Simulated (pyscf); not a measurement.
PySCF, gas phase, ωB97X-D3(BJ)/def2-SVP geometries.

Problem. For the elementary gas-phase step `[O]=[Ta]([Cl])[Cl]` [doublet] + `[ClH]` -> `[O]=[Ta]([Cl])([Cl])[Cl]` + `[H]` [doublet] (doublet surface; Cl–H broken, Cl–Ta formed), what barrier and reaction energy does ωB97M-D3(BJ)/def2-TZVP give, measured from the separated reactants?

Solution. ΔE‡ = 0.40 eV, ΔE = -0.20 eV. Zero-point energy shifts the barrier by -0.10 eV. It is an atom transfer, with an imaginary mode of 1648i cm⁻¹. On the reactant side the descent ends in an adduct with a Cl–Ta contact, 0.47 eV under the separated species and 0.59 eV under the saddle at ωB97X-D3(BJ)/def2-TZVP. What is counted as formed (Cl–Ta) is already present as a longer contact in the reactant adduct; forming that adduct is a step of its own. At ωB97X-D3(BJ)/def2-TZVP the barrier from the zero used here is 0.12 eV. One saddle was located; it need not be the lowest between these sides. The angle at the transferred Cl is 119°: a side-on saddle, likely not the lowest. Open-shell species with a d-block atom are single-reference here; other states, and whether the spin sits on metal or ligand, were not checked. Elements past Kr carry the def2 core potentials, without spin-orbit coupling.
